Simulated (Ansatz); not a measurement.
Total energies of BC2 (the lowest doublet isomer of a short search) from Ansatz at PBE0-D4/def2-TZVP, gas phase (1 Eh = 27.2114 eV = 2625.5 kJ/mol). The reference geometry is relaxed at PBE0-D4/def2-TZVP.

```
atom   x (Å)   y (Å)   z (Å)
  B1  -0.475   1.227  -0.254
  C2   0.012  -0.028   0.009
  C3   0.462  -1.199   0.245
```

```json
{"state": "charge 0 doublet", "geometry": "reference", "energy (Eh)": "-100.69971"}
{"state": "charge 1 triplet", "geometry": "reference", "energy (Eh)": "-100.30450"}
{"state": "charge 0 quartet", "geometry": "relaxed at PBE0-D4/def2-TZVP", "energy (Eh)": "-100.61864"}
{"state": "free B atom (doublet)", "geometry": "–", "energy (Eh)": "-24.61828"}
{"state": "free C atom (triplet)", "geometry": "–", "energy (Eh)": "-37.80537"}
```

Problem. Work out the vertical ionisation energy to the triplet.

Solution. E(charge 1 triplet) − E(charge 0 doublet) = -100.30450 − (-100.69971) = 0.39521 Eh = 10.75 eV. For comparison, −ε of the highest occupied level of the spin that leaves is 8.62 eV at this level, 2.13 eV less.

Problem. Which of the charge 0 states is lowest, and how far above it are the others?

Solution. The doublet. quartet: -100.61864 − (-100.69971) = 0.08107 Eh = 212.8 kJ/mol.

Problem. What is the binding energy per atom against free atoms?

Solution. Atoms: 1 × (-24.61828) + 2 × (-37.80537) = -100.22902 Eh. Binding: -100.22902 − (-100.69971) = 0.47069 Eh = 12.81 eV, or 4.27 eV for each of 3 atoms (no zero-point energy, no counterpoise term).

The structure comes from a short search, and lower isomers may exist.
